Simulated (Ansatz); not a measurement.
[SiH5]- (SiH5⁻) was relaxed with PBE0-D4 (def2-TZVPD) in Ansatz in these states: charge -1 singlet, neutral doublet. The geometries follow in no particular order.

A:

```xyz
6

Si    0.000    0.000    0.000
H     0.961    1.033   -0.801
H    -0.961   -1.033    0.801
H    -0.010   -0.934   -1.215
H    -1.064    1.094    0.134
H     1.074   -0.161    1.081
```

B:

```csv
atom,x (Å),y (Å),z (Å)
Si1,0.000,0.000,0.000
H2,0.643,-1.452,-0.071
H3,-0.643,1.452,0.071
H4,-0.435,-0.262,1.412
H5,-0.910,-0.347,-1.142
H6,1.344,0.609,-0.270
```

Question: Judge from the bond lengths which geometry belongs to which state (an estimate).

Answer: A is the charge -1 singlet (Si1–H5 1.532 Å, Si1–H4 1.532 Å, Si1–H6 1.532 Å); B is the neutral doublet (Si1–H5 1.500 Å, Si1–H4 1.500 Å, Si1–H6 1.500 Å).

At PBE0-D4/def2-TZVPD the highest occupied level of the charge -1 singlet lies above zero (up to 0.11 eV). By energy differences its removal costs 2.03 eV (vertical, to the charge 0 doublet, at PBE0-D4/def2-TZVPD); a positive level beside a positive removal energy at the same level points to self-interaction error.
